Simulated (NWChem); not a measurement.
Correlation energy of P (+1)

```xyz
1

P      0.0000     0.0000     0.0000
```
Charge +1, spin multiplicity 3.

All runs are NWChem calculations.

Basis set: cc-pVQZ. Each correlation energy counts from its own Hartree-Fock reference.

The correlated methods keep 5 core orbitals frozen. The stability of the SCF solutions was not checked. Open-shell Hartree-Fock references start from PBE0 orbitals. No row is a measurement; the coupled-cluster row has its own basis-set and correlation limits.

Order these methods by the correlation energy they give, lowest first: URI-MP2, SCS-UMP2, CCSD on ROHF, CCSD[T] on ROHF.

CCSD[T] on ROHF (-92.9 mHa), CCSD on ROHF (-89.9 mHa), SCS-UMP2 (-70.3 mHa), URI-MP2 (-66.5 mHa)
